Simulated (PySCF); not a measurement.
# C4H4S (Thiophene): the cost of one run

Programs: PySCF 2.14.0, with routines of our own; each step states its level. All values are computed. Atoms count from 0.

## Step 1: The system as given

9 atoms, charge 0, multiplicity 1; geometry from: GFN2-xTB.

## Step 2: Optimising the geometry at CAM-B3LYP/6-31+G*

What the job is given:

```
{"job": {"xc": "CAM-B3LYP", "basis": "6-31+G*", "grid": 1, "kind": "geom"}, "charge": 0, "multiplicity": 1}
C     -0.745235    -0.654585    -0.012927
C      0.666940    -0.736630    -0.013657
C      1.257446     0.483923     0.004609
S      0.103597     1.758559     0.022667
C     -1.189894     0.626234     0.006180
H     -1.393330    -1.512461    -0.025164
H      1.211869    -1.663455    -0.027296
H      2.302529     0.721648     0.009087
H     -2.200360     0.982761     0.011321
```

Started as:

```bash
OMP_NUM_THREADS=1 python excited_run.py task.json out
```

One launch serves the whole session: the jobs run in the order shown.

**Question.** How long does this first job take on 1 thread of Arm Neoverse V1, shared host, and how much memory does it need?

About 15 s, with a peak of 0.5 GiB.
